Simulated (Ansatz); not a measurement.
Molecule: methanethiol, CH4S, net charge 0, singlet state. 
Geometry from a B3LYP-D3(BJ)/def2-TZVP (Ansatz, a first-principles code) optimisation:
```
C
H 1 1.0879
H 1 1.0879 2 110.33
H 1 1.0886 2 108.79 3 -119.26
S 1 1.8231 2 111.32 4 -116.63
H 5 1.3429 1 97.06 2 -61.78
```

Basis-set convergence of Hartree-Fock and CCSD(T) correlation energies (hartree) with Ansatz. Correlated levels leave the core frozen unless marked. Spin-orbit coupling is left out. No relativistic terms.

```json
[
 {"basis": "aug-cc-pV(D+d)Z", "functions": "91", "E(HF)": "-437.73448", "E(corr, CCSD(T))": "-0.35074", "rough core time": "under 20 s"},
 {"basis": "aug-cc-pV(T+d)Z", "functions": "193", "E(HF)": "[?]", "E(corr, CCSD(T))": "[?]", "rough core time": "40 s"}
]
```

What belongs in the gaps?


- aug-cc-pV(T+d)Z, E(HF): -437.75965
- aug-cc-pV(T+d)Z, E(corr, CCSD(T)): -0.42082
